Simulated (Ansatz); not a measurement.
**MgHF+ (doublet): from Hartree-Fock to the top rungs, def2-QZVPP**

The task here is to estimate one member of a computed series from the others.

The runs use Ansatz 0.2.0, Gaussian basis; def2-QZVPP, core rule «outside noble gas», up to 6 orbitals frozen.

The runs, in order: UHF; ROHF; CCSD(T) on UHF.

2 further runs of the same task are left out: 2 set aside as unsound or not needed.

## What is computed

The geometry is a PBE0/def2-TZVP stationary point (not a proven minimum) of the parent state, kept for this charge and spin.

3 atoms, charge 1, spin multiplicity 2.

Atoms are counted from 1 here; the program's logs count them from 0.

Bond lengths: F1–Mg2 1.756 Å, Mg2–H3 1.688 Å. Angles: F1–Mg2–H3 180.0°.

The first run:

in.yaml reads:

```yaml
crystal:
  periodic: [false, false, false]
  atoms:
    - {symbol: F, position_ang: [0.000000, 0.000000, 1.733100]}
    - {symbol: Mg, position_ang: [0.000000, 0.000000, -0.022700]}
    - {symbol: H, position_ang: [0.000000, 0.000000, -1.710400]}
basis:
  gaussian: {orbitals: "def2-QZVPP.json"}
total_charge: 1
magnetization: {spin_polarized: true, initial_magnetization: 1}
hamiltonian: {xc: hf}
output: {orbitals: {seedname: orbitals}}
```

Launch:

```bash
$ ansatz run in.yaml --threads 1 --pin off --events-out ev --progress --plain --max-ram 2393MiB
```

Among the steps run: UHF; ROHF; CCSD(T) on UHF.

One table of the session follows, with a row left open; its other results are not shown here.

| method | from UCCSD(T) (kcal/mol) |
| --- | --- |
| ROHF | +194.65 |
| UHF | +194.61 |
| UMP2 | +3.26 |
| UCCSD | ? |
| UCCSD(T) | 0 |

Q: Estimate the row for UCCSD from the others.

The run gave: from UCCSD(T) (kcal/mol): +6.12. In the column «from UCCSD(T) (kcal/mol)» it lies between UMP2 (+3.26) and UHF (+194.61).
